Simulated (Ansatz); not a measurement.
# C2H2O3: one species, many methods

The task here is to estimate one member of a computed series from the others.

The runs use Ansatz 0.2.0, Gaussian basis; functionals in def2-TZVPP, the program's frozen cores in correlated methods.

Levels to be run: LDA (SPW92), PBE-D4, revPBE-D4, BLYP-D4, r2SCAN-D4, B97M-V, PBE0-D4, B3LYP-D4, r2SCANh-D4, r2SCAN0-D4, HSE06-D4, BHLYP-D4, CAM-B3LYP-D4, LC-ωPBE, ωB97X-V, ωB97M-V, B2PLYP, PBE-QIDH; CCSD(T)/def2-SVP; CCSD(T)/def2-TZVPP; MP2/def2-QZVPP; extrapolation to the limit; RPA on PBE.

**The geometry**

The geometry comes from an earlier relaxation with PBE0-D4 in a triple-zeta def2 set; it is a stationary point, not always the lowest conformer.

SMILES `O=C1OCO1`, 7 atoms, charge 0, spin multiplicity 1.

Atoms are counted from 1 here; the program's logs count them from 0.

Bond lengths: O1–C2 1.173 Å, C2–O3 1.366 Å, C2–O5 1.366 Å, O3–C4 1.424 Å, C4–O5 1.424 Å, C4–H6 1.091 Å, C4–H7 1.091 Å. Angles: O1–C2–O3 132.2°, O1–C2–O5 132.2°, O3–C2–O5 95.7°, C2–O3–C4 86.8°, O3–C4–O5 90.6°, O3–C4–H6 112.7°, O3–C4–H7 112.7°, O5–C4–H6 112.7°, O5–C4–H7 112.7°, H6–C4–H7 113.4°, C2–O5–C4 86.8°.

Set-up of the first run:

Input file in.yaml:

```yaml
crystal:
  periodic: [false, false, false]
  atoms:
    - {symbol: O, position_ang: [-0.369484, -2.231917, 0.159788]}
    - {symbol: C, position_ang: [-0.173167, -1.078611, 0.073403]}
    - {symbol: O, position_ang: [0.917684, -0.310412, 0.364156]}
    - {symbol: C, position_ang: [0.147767, 0.807083, -0.067696]}
    - {symbol: O, position_ang: [-0.957425, -0.044859, -0.351949]}
    - {symbol: H, position_ang: [-0.060327, 1.511543, 0.738435]}
    - {symbol: H, position_ang: [0.556151, 1.279273, -0.961937]}
basis:
  gaussian: {orbitals: def2-TZVPP}
hamiltonian: {xc: lda}
output: {orbitals: {seedname: orbitals}}
```

On the command line:

```console
$ ansatz run in.yaml --threads 2 --pin off --events-out ev --progress --plain --max-ram 4352MiB
```

Among the steps run: LDA; PBE-D4 (GGA); revPBE-D4 (GGA); BLYP-D4 (GGA); r2SCAN-D4 (meta-GGA); B97M-V (meta-GGA); B3LYP-D4 (hybrid); r2SCANh-D4 (hybrid); r2SCAN0-D4 (hybrid); HSE06-D4 (hybrid); BHLYP-D4 (hybrid); CAM-B3LYP-D4 (range-separated); LC-ωPBE (range-separated); ωB97X-V (range-separated); ωB97M-V (range-separated); B2PLYP (double hybrid); PBE-QIDH (double hybrid).

One of the session's tables, all rows but one given; the rest of the session is left out.

It belongs to the step «Orbital energies across the functionals». 

| functional | HOMO (eV) | LUMO (eV) | gap (eV) |
| --- | --- | --- | --- |
| LDA (SPW92) | -7.94 | -0.74 | 7.20 |
| PBE-D4 | -7.73 | -0.43 | 7.30 |
| revPBE-D4 | -7.64 | -0.32 | 7.32 |
| BLYP-D4 | -7.64 | -0.37 | 7.27 |
| r2SCAN-D4 | -8.09 | -0.12 | 7.96 |
| B97M-V | -8.17 | 0.05 | 8.22 |
| PBE0-D4 | -9.32 | 0.75 | 10.07 |
| B3LYP-D4 | -9.09 | 0.41 | 9.50 |
| r2SCANh-D4 | ? | ? | ? |
| r2SCAN0-D4 | -9.57 | 0.95 | 10.52 |
| HSE06-D4 | -8.91 | 0.36 | 9.27 |
| BHLYP-D4 | -10.84 | 1.78 | 12.62 |
| CAM-B3LYP-D4 | -10.77 | 1.93 | 12.70 |
| LC-ωPBE | -12.07 | 3.27 | 15.34 |
| ωB97X-V | -11.73 | 3.15 | 14.88 |
| ωB97M-V | -11.64 | 2.67 | 14.32 |

**Question.** Estimate the row for r2SCANh-D4.

Worked estimate for «HOMO (eV)». Against the share of exact exchange, r2SCAN-D4 (0, -8.09), r2SCAN0-D4 (0.25, -9.57) give a slope of -5.92 per unit share; at 0.1 the line stands at -8.68.

**Answer.** HOMO (eV): -8.68; LUMO (eV): 0.31; gap (eV): 8.99. In «HOMO (eV)» the line misses by 0.00.
